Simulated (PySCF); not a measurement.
# How the method moves the HOMO and LUMO of `CC(CF)CF`

C₄H₈F₂.
Structure used (PBE0-D3(BJ)/def2-SVP), in Å, numbered top down from 1:
```xyz
14
C4H8F2 angstrom
C     -0.5933   -1.4265    0.2376
C     -0.3130   -0.0854   -0.4260
C      1.1679    0.2399   -0.4438
F      1.6586    0.2686    0.8426
C     -1.0913    1.0269    0.2515
F     -0.8996    2.2142   -0.4138
H     -1.6686   -1.6610    0.2382
H     -0.0728   -2.2412   -0.2877
H     -0.2408   -1.4245    1.2799
H     -0.6410   -0.1180   -1.4807
H      1.3365    1.2278   -0.9017
H      1.7298   -0.5211   -1.0121
H     -2.1707    0.7988    0.2588
H     -0.7489    1.1505    1.2932
```

Basis pcSseg-1 throughout (PySCF), one geometry. Isolated species at its PBE0-D3(BJ)/def2-SVP geometry (one conformer only).

Task: How do the orbital energies, the gap and the dipole change with the method?

Result: 
| method | kind | HOMO (eV) | LUMO (eV) | gap (eV) | μ (D) | SCF cycles |
| --- | --- | --- | --- | --- | --- | --- |
| BLYP | GGA | -7.40 | 0.46 | 7.87 | 1.96 | 13 |
| OPBE | GGA | -7.44 | 0.71 | 8.15 | 1.94 | 13 |
| PBE | GGA | -7.48 | 0.46 | 7.94 | 1.96 | 12 |
| B97-D | GGA | -7.55 | 0.61 | 8.15 | 2.00 | 12 |
| BP86 | GGA | -7.60 | 0.55 | 8.15 | 1.98 | 12 |
| LDA | LDA | -7.62 | 0.27 | 7.89 | 2.05 | 13 |
| KT2 | GGA | -7.62 | 0.39 | 8.02 | 1.98 | 13 |
| KT3 | GGA | -7.66 | 0.33 | 7.99 | 1.95 | 14 |
| B97-2 | global hybrid | -8.87 | 1.32 | 10.19 | 2.11 | 12 |
| B3LYP | global hybrid | -8.90 | 0.96 | 9.86 | 2.09 | 12 |
| PBE0 | global hybrid | -9.13 | 1.30 | 10.43 | 2.12 | 12 |
| mPW1PW91 | global hybrid | -9.18 | 1.32 | 10.50 | 2.13 | 12 |
| CAM-B3LYP | range-separated hybrid | -10.59 | 2.13 | 12.72 | 2.15 | 12 |
| BHandHLYP | global hybrid | -10.69 | 1.96 | 12.65 | 2.25 | 12 |
| wB97X-D | range-separated hybrid | -11.07 | 3.14 | 14.21 | 2.16 | 12 |
| LC-wPBE | range-separated hybrid | -11.90 | 3.49 | 15.39 | 2.16 | 12 |
| HF | Hartree–Fock | -13.01 | 4.13 | 17.14 | 2.40 | 10 |

The HOMO spans 5.60 eV, from BLYP down to HF, and the gap runs from 7.87 eV (BLYP) to 17.14 eV (HF). Over the methods BLYP (0 %), OPBE (0 %), PBE (0 %), B97-D (0 %), BP86 (0 %), LDA (0 %), KT2 (0 %), KT3 (0 %), B97-2 (21 %), B3LYP (20 %), PBE0 (25 %), mPW1PW91 (25 %), BHandHLYP (50 %), HF (100 %), a straight line through the gap against the share of exact exchange rises by 0.92 eV for each 10 % (correlation coefficient 0.999). The dipole ranges from 1.94 D (OPBE) to 2.40 D (HF). This basis has no diffuse functions.
